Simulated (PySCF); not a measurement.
# C₂HFN₂O: electronic excitations and core binding energies

What electronic excitations and core binding energies should C₂HFN₂O (`Fc1conn1`) show?

Computed with PySCF 2.14.0, with density-fitted response routines of our own, on a single molecule in the gas phase. Atoms are numbered from 0 throughout.

## Step 1: Starting geometry

7 atoms, charge 0, multiplicity 1; geometry from: GFN2-xTB.

Bonds of the start (Å): F0–C1 1.31, C1–C2 1.38, C2–O3 1.33, O3–N4 1.36, N4–N5 1.25, N5–C1 1.35, C2–H6 1.07.

## Step 2: Ultraviolet spectrum: wB97X-D/def2-SVPD

The job: settings as JSON, then the geometry in Å.

```
{"job": {"kind": "uv", "xc": "wB97X-D", "basis": "def2-SVPD", "nstates": 8, "ntriplets": 3}, "charge": 0, "multiplicity": 1}
F      1.838127    -0.810210    -0.319680
C      0.602506    -0.443245    -0.059909
C      0.121285     0.799196     0.282273
O     -1.189882     0.647791     0.439049
N     -1.488304    -0.658766     0.195973
N     -0.449862    -1.288372    -0.092394
H      0.569465     1.758510     0.427202
```

Level: TDDFT wB97X-D/def2-SVPD, vertical, gas phase, core orbitals frozen in the response.

Run with:

```
$ OMP_NUM_THREADS=1 python probes_run.py task.json out
```

One launch serves the whole session: the jobs run in the order shown.

Output:

```text
coarse grid: 7088 points
cycle   1  E = -360.7867942510  dE =  1.435e+00  |g| = 6.277e-01  |ddm| = 3.728e+00
cycle   2  E = -360.7935595089  dE = -6.765e-03  |g| = 6.507e-01  |ddm| = 1.108e+00
cycle   3  E = -360.8634820207  dE = -6.992e-02  |g| = 1.106e-01  |ddm| = 5.531e-01
cycle   4  E = -360.8653250644  dE = -1.843e-03  |g| = 4.476e-02  |ddm| = 1.276e-01
cycle   5  E = -360.8657000880  dE = -3.750e-04  |g| = 1.490e-02  |ddm| = 5.541e-02
cycle   6  E = -360.8657466491  dE = -4.656e-05  |g| = 2.883e-03  |ddm| = 1.973e-02
cycle   7  E = -360.8657489826  dE = -2.333e-06  |g| = 1.008e-03  |ddm| = 6.721e-03
final grid: 72584 points
cycle   8  E = -360.9152984295  dE = -7.217e-05  |g| = 6.870e-03  |ddm| = 1.053e-01
cycle   9  E = -360.9152976863  dE =  7.432e-07  |g| = 7.856e-03  |ddm| = 1.629e-02
cycle  10  E = -360.9153081616  dE = -1.048e-05  |g| = 5.747e-04  |ddm| = 6.454e-03
cycle  11  E = -360.9153081949  dE = -3.332e-08  |g| = 6.492e-04  |ddm| = 1.783e-03
cycle  12  E = -360.9153082800  dE = -8.511e-08  |g| = 6.575e-05  |ddm| = 6.717e-04
cycle  13  E = -360.9153082816  dE = -1.617e-09  |g| = 3.985e-05  |ddm| = 1.703e-04
cycle  14  E = -360.9153082821  dE = -4.550e-10  |g| = 1.067e-05  |ddm| = 6.954e-05
converged SCF energy = -360.9153082821

Static polarisability (au): isotropic 38.449, principal 26.233 43.748 45.364

Singlet excitations
state   eV       nm        f      main configurations
  1   5.7542    215.5   0.00811   H-1->L 0.98
  2   6.1284    202.3   0.11394   H->L 0.95
  3   7.2285    171.5   0.00122   H-3->L 0.97
  4   7.9902    155.2   0.01719   H->L+2 0.50, H-2->L 0.47
  5   8.0007    155.0   0.02720   H->L+1 0.84, H->L+3 0.10
  6   8.3082    149.2   0.00858   H-1->L+2 0.95
  7   8.5603    144.8   0.00083   H->L+3 0.76, H->L+1 0.11
  8   8.7654    141.4   0.21608   H-2->L 0.42, H->L+2 0.41

Triplet excitations (Tamm-Dancoff, eV): 4.0206 4.7477 6.1028
```

Run time: 24 s. Hardware: 1 thread of Arm Neoverse N1, shared host; peak memory 0.53 GiB.

The orbitals next to the gap, with their largest atomic shares:

```tsv
orbital	eV	atoms
HOMO−3	-12.88	N5 36 %, N4 35 %, O3 19 %
HOMO−2	-12.78	N5 36 %, O3 30 %, N4 17 %
HOMO−1	-11.16	N5 41 %, N4 32 %, O3 12 %
HOMO	-10.28	C2 27 %, C1 25 %, N4 18 %
LUMO	0.17	N4 30 %, O3 20 %, C2 19 %
LUMO+1	2.21	C2 31 %, C1 29 %, H6 16 %
LUMO+2	2.56	C1 30 %, N5 25 %, C2 18 %
```

With each of the 8 states as a Gaussian band of 0.4 eV half-width at 1/e, the curve within the window shown has maxima at 203 nm (ε 4,800), 142 nm (ε 8,900) L/(mol cm). Beyond the last state computed it falls off for lack of states. The curve at chosen wavelengths:

nm, ε (L/mol/cm) and a bar:
```
      137       5003 #################
      141       8777 ##############################
      145       7301 #########################
      149       3989 ##############
      153       2557 #########
      158       1751 ######
      162        947 ###
      166        376 #
      170        138 
      174         72 
      178         88 
      182        248 #
      186        726 ##
      191       1965 #######
      195       3276 ###########
      199       4358 ###############
      203       4754 ################
      207       4365 ###############
      211       3458 ############
      215       2422 ########
      219       1536 #####
      224        780 ##
      228        425 #
      232        222 #
      236        112 
      240         54
```

Leading natural transition orbitals of singlet state 8: the hole lies on O3 32 %; N5 23 %; C1 21 %; the particle on C1, C2 about 29 % each; H6 17 %; O3 11 %.

Leading natural transition orbitals of singlet state 1: the hole lies on N5 45 %; N4 28 %; O3 12 %; the particle on N4 34 %; N5 22 %; C2 18 %.

Further results of this job:

```tsv
property	computed
dipole moment (D)	3.05
polarisability (Å³)	5.70
HOMO–LUMO gap (eV)	10.46
−ε(HOMO) (eV)	10.28
```

The fields below are evaluated on a grid from the run's orbitals.

Frontier orbitals at wB97X-D/def2-SVPD, with the share of their density that lies nearest to each atom:

```tsv
orbital	energy (eV)	lies on
HOMO	-10.28	C1, C2 about 29 % each; N4 20 %; F0 11 %
LUMO	0.17	N4 32 %; C2 20 %; N5 18 %
```

ELF in a plane through or near 7 of the atoms.

Ten even steps from ' ' (0.00) to '@' (1.00):
```
                                                        
                                                        
                                                        
                        ::++%%##++                      
                      ..##@@@@@@@@++                    
                      ..##@@@@@@@@##::                  
            ..--==--....**@@@@@@@@++..                  
          ::++##%%%%**======**%%**..                    
          ..==##@@**++%%**::::****..  ..----..          
            ..--##++==##++==%%@@##----**##**==..        
              ..==##%%--  ..----++**####%%%%++..        
        ..==**%%##::..**++++##::..####--**%%++..        
        --%%@@@@@@++==%%::--**##==::++%%%%**==..        
        ..##%%@@%%**--**++++%%##::  ..==++--..          
          ::++++--..  **@@@@@@%%++      ..              
                      ++%%@@@@%%++                      
                      --**####++::                      
                                                        
                                                        
                                                        
```
The map spans 9.2 Å across and 8.9 Å up, centred on the molecule. Atoms in the plane (x, y in Å): F0 (2.0, -0.6), C1 (0.7, -0.4), C2 (0.0, 0.8), O3 (-1.3, 0.5), N4 (-1.4, -0.9), N5 (-0.2, -1.4), H6 (0.3, 1.9).

On the surface of density 0.002 e/bohr³ the electrostatic potential runs, from the 1st to the 99th percentile, from -1.22 V near N4 to 2.08 V near H6.

## Step 3: Core holes by ΔSCF: SCAN, X2C

Settings changed since step 2:

```diff
@@ -1,2 +1,2 @@
-{"job": {"kind": "uv", "xc": "wB97X-D", "basis": "def2-SVPD", "nstates": 8, "ntriplets": 3}, "charge": 0, "multiplicity": 1}
+{"job": {"kind": "xps"}, "charge": 0, "multiplicity": 1}
 F      1.838127    -0.810210    -0.319680
```

Method: delta-SCF UKS SCAN, pcX-2 on the ionised atom, pcseg-1 elsewhere, spin-free X2C.

Output:

```text
ground state, core basis on atom 0 (F), 120 functions
  cycle   1  E = -361.31887736  |g| = 5.89e-01
  cycle   2  E = -361.20454845  |g| = 1.02e+00
  cycle   3  E = -361.36310459  |g| = 1.90e-01
  cycle   4  E = -361.36778545  |g| = 1.26e-01
  cycle   5  E = -361.37120273  |g| = 1.57e-02
  cycle   6  E = -361.37122023  |g| = 1.17e-02
  cycle   7  E = -361.37125337  |g| = 3.41e-03
  cycle   8  E = -361.37125639  |g| = 1.42e-03
  cycle   9  E = -361.37125534  |g| = 1.32e-04
  E(ground) = -361.38160133 Eh
hole in F 1s of atom 0
  cycle   1  E = -334.95217229  |g| = 2.58e+00
  cycle   2  E = -332.97786896  |g| = 2.84e+00
  cycle   3  E = -334.13882337  |g| = 1.83e+00
  cycle   4  E = -335.71325551  |g| = 5.36e-01
  cycle   5  E = -335.76584906  |g| = 3.77e-01
  cycle   6  E = -335.83334577  |g| = 8.68e-02
  cycle   7  E = -335.83643501  |g| = 2.65e-02
  cycle   8  E = -335.83664541  |g| = 1.33e-02
  cycle   9  E = -335.83670408  |g| = 4.58e-03
  cycle  10  E = -335.83671198  |g| = 2.20e-03
  cycle  11  E = -335.83671414  |g| = 5.37e-04
  cycle  12  E = -335.83671444  |g| = 2.11e-04
  E(ion) = -335.85212658 Eh   <S^2> = 0.7568   hole on atom = 1.000   binding energy = 694.692 eV
ground state, core basis on atom 1 (C), 120 functions
  cycle   1  E = -361.33454451  |g| = 1.11e-01
  cycle   2  E = -361.33126184  |g| = 1.69e-01
  cycle   3  E = -361.33583585  |g| = 2.48e-02
  cycle   4  E = -361.33576887  |g| = 2.88e-02
  cycle   5  E = -361.33596679  |g| = 2.01e-03
  cycle   6  E = -361.33596896  |g| = 1.16e-03
  cycle   7  E = -361.33596731  |g| = 3.60e-04
  E(ground) = -361.34478477 Eh
hole in C 1s of atom 1
  cycle   1  E = -349.94195283  |g| = 1.52e+00
  cycle   2  E = -348.24067298  |g| = 2.51e+00
  cycle   3  E = -350.21545926  |g| = 8.00e-01
  cycle   4  E = -350.32245940  |g| = 6.36e-01
  cycle   5  E = -350.49044625  |g| = 1.41e-01
  cycle   6  E = -350.49624940  |g| = 6.37e-02
  cycle   7  E = -350.49780463  |g| = 3.00e-02
  cycle   8  E = -350.49824636  |g| = 6.42e-03
  cycle   9  E = -350.49828316  |g| = 5.48e-03
  cycle  10  E = -350.49830988  |g| = 2.84e-03
  cycle  11  E = -350.49832837  |g| = 1.06e-03
  cycle  12  E = -350.49833000  |g| = 1.09e-03
  cycle  13  E = -350.49833007  |g| = 2.62e-04
  E(ion) = -350.50704062 Eh   <S^2> = 0.7905   hole on atom = 1.000   binding energy = 294.910 eV
ground state, core basis on atom 2 (C), 120 functions
  cycle   1  E = -361.33190942  |g| = 5.84e-02
  cycle   2  E = -361.33185636  |g| = 2.41e-02
  cycle   3  E = -361.33162260  |g| = 4.02e-02
  cycle   4  E = -361.33197372  |g| = 6.85e-03
  cycle   5  E = -361.33198554  |g| = 2.02e-03
  cycle   6  E = -361.33198635  |g| = 4.54e-04
  E(ground) = -361.34111280 Eh
hole in C 1s of atom 2
  cycle   1  E = -349.98071713  |g| = 1.51e+00
  cycle   2  E = -348.23013789  |g| = 2.46e+00
  cycle   3  E = -350.18980983  |g| = 9.00e-01
  cycle   4  E = -350.39231261  |g| = 6.11e-01
  cycle   5  E = -350.52496079  |g| = 2.32e-01
  cycle   6  E = -350.54049929  |g| = 1.12e-01
  cycle   7  E = -350.54576956  |g| = 4.01e-02
  cycle   8  E = -350.54642634  |g| = 1.31e-02
  cycle   9  E = -350.54650916  |g| = 5.14e-03
  cycle  10  E = -350.54653856  |g| = 2.49e-03
  cycle  11  E = -350.54655700  |g| = 1.79e-03
  cycle  12  E = -350.54656122  |g| = 1.20e-03
  cycle  13  E = -350.54656343  |g| = 3.13e-04
  E(ion) = -350.55549147 Eh   <S^2> = 0.7903   hole on atom = 1.000   binding energy = 293.492 eV
ground state, core basis on atom 3 (O), 120 functions
  cycle   1  E = -361.35652884  |g| = 1.05e-01
  cycle   2  E = -361.35313642  |g| = 1.41e-01
  cycle   3  E = -361.35585408  |g| = 7.74e-02
  cycle   4  E = -361.35700763  |g| = 1.84e-02
  cycle   5  E = -361.35708662  |g| = 2.99e-03
  cycle   6  E = -361.35708599  |g| = 1.88e-03
  cycle   7  E = -361.35708817  |g| = 2.94e-04
  E(ground) = -361.36460929 Eh
hole in O 1s of atom 3
  cycle   1  E = -340.62116993  |g| = 2.23e+00
  cycle   2  E = -338.92414426  |g| = 2.84e+00
  cycle   3  E = -340.68049819  |g| = 1.28e+00
  cycle   4  E = -341.20673996  |g| = 7.43e-01
  cycle   5  E = -341.42746853  |g| = 2.28e-01
  cycle   6  E = -341.42842525  |g| = 2.01e-01
  cycle   7  E = -341.44832388  |g| = 4.64e-02
  cycle   8  E = -341.44931807  |g| = 1.70e-02
  cycle   9  E = -341.44942169  |g| = 4.22e-03
  cycle  10  E = -341.44942963  |g| = 1.12e-03
  cycle  11  E = -341.44943050  |g| = 3.99e-04
  E(ion) = -341.45835896 Eh   <S^2> = 0.7687   hole on atom = 1.000   binding energy = 541.677 eV
ground state, core basis on atom 4 (N), 120 functions
  cycle   1  E = -361.34286966  |g| = 1.18e-01
  cycle   2  E = -361.33434166  |g| = 2.27e-01
  cycle   3  E = -361.34382794  |g| = 4.99e-02
  cycle   4  E = -361.34418489  |g| = 3.00e-02
  cycle   5  E = -361.34441698  |g| = 2.33e-03
  cycle   6  E = -361.34441836  |g| = 1.69e-03
  cycle   7  E = -361.34442024  |g| = 1.93e-04
  E(ground) = -361.35279211 Eh
hole in N 1s of atom 4
  cycle   1  E = -345.64038261  |g| = 1.85e+00
  cycle   2  E = -342.82126020  |g| = 3.10e+00
  cycle   3  E = -345.88299935  |g| = 1.03e+00
  cycle   4  E = -346.16793911  |g| = 6.55e-01
  cycle   5  E = -346.31553224  |g| = 2.88e-01
  cycle   6  E = -346.33357255  |g| = 1.66e-01
  cycle   7  E = -346.34397883  |g| = 6.33e-02
  cycle   8  E = -346.34568418  |g| = 2.41e-02
  cycle   9  E = -346.34594277  |g| = 5.77e-03
  cycle  10  E = -346.34597926  |g| = 2.93e-03
  cycle  11  E = -346.34599549  |g| = 2.09e-03
  cycle  12  E = -346.34599989  |g| = 1.03e-03
  cycle  13  E = -346.34600146  |g| = 3.22e-04
  E(ion) = -346.35344975 Eh   <S^2> = 0.7960   hole on atom = 1.000   binding energy = 408.153 eV
ground state, core basis on atom 5 (N), 120 functions
  cycle   1  E = -361.34170535  |g| = 7.52e-02
  cycle   2  E = -361.34148508  |g| = 3.87e-02
  cycle   3  E = -361.34094612  |g| = 6.29e-02
  cycle   4  E = -361.34178112  |g| = 1.12e-02
  cycle   5  E = -361.34180807  |g| = 1.72e-03
  cycle   6  E = -361.34180937  |g| = 1.17e-03
  cycle   7  E = -361.34180757  |g| = 1.15e-04
  E(ground) = -361.34994154 Eh
hole in N 1s of atom 5
  cycle   1  E = -345.68115172  |g| = 1.86e+00
  cycle   2  E = -344.16506219  |g| = 2.55e+00
  cycle   3  E = -345.93165760  |g| = 9.87e-01
  cycle   4  E = -346.11228968  |g| = 7.78e-01
  cycle   5  E = -346.34558670  |g| = 2.56e-01
  cycle   6  E = -346.36270963  |g| = 1.53e-01
  cycle   7  E = -346.37363795  |g| = 5.00e-02
  cycle   8  E = -346.37455930  |g| = 1.70e-02
  cycle   9  E = -346.37467051  |g| = 4.15e-03
  cycle  10  E = -346.37468260  |g| = 2.06e-03
  cycle  11  E = -346.37468909  |g| = 1.69e-03
  cycle  12  E = -346.37469257  |g| = 7.41e-04
  cycle  13  E = -346.37469486  |g| = 2.81e-04
  E(ion) = -346.38109861 Eh   <S^2> = 0.7745   hole on atom = 1.000   binding energy = 407.323 eV
```

Wall time 55 s (1 thread of Arm Neoverse N1, shared host); peak memory 0.42 GiB.

The holes in one table. −ε is the ground-state orbital energy:

```tsv
hole	stands for	environment	ΔSCF (eV)	−ε (eV)	⟨S²⟩
F1s on F0	F0	aryl fluorine	694.69	668.5	0.757
C1s on C1	C1	aromatic carbon bearing fluorine	294.91	277.7	0.791
C1s on C2	C2	aromatic CH next to the ring oxygen	293.49	276.5	0.790
O1s on O3	O3	aromatic ring oxygen	541.68	520.2	0.769
N1s on N4	N4	pyridine-type nitrogen of an azole	408.15	389.1	0.796
N1s on N5	N5	pyridine-type nitrogen of an azole	407.32	388.0	0.775
```

## Step 4: Outcome

| quantity | value |
| --- | --- |
| lowest singlet (wB97X-D/def2-SVPD) | 5.75 eV (215 nm), f = 0.008 |
| brightest single state of those computed | state 8, 8.77 eV, f = 0.216 |
| lowest triplet | 4.02 eV |
| surface potential, 1st and 99th percentile | -1.22 V and 2.08 V |
| C1s binding energies, SCAN/pcX-2 | C1 294.91, C2 293.49 eV |
| N1s binding energies, SCAN/pcX-2 | N4 408.15, N5 407.32 eV |
| F1s binding energies, SCAN/pcX-2 | F0 694.69 eV |
| O1s binding energies, SCAN/pcX-2 | O3 541.68 eV |

The lowest singlet, at 5.75 eV, is HOMO−1→LUMO 0.98 and is weak; of the 8 states computed, the strongest absorption comes from state 8 at 8.77 eV (the last computed, so partners may be missing). The lowest triplet lies 1.73 eV below the lowest singlet (triplets in Tamm-Dancoff, singlets in full TDDFT). The C1s levels kept as sound span 1.42 eV, from C2 (aromatic CH next to the ring oxygen) up to C1 (aromatic carbon bearing fluorine). The N1s levels kept as sound span 0.83 eV, from N5 (pyridine-type nitrogen of an azole) up to N4 (pyridine-type nitrogen of an azole).
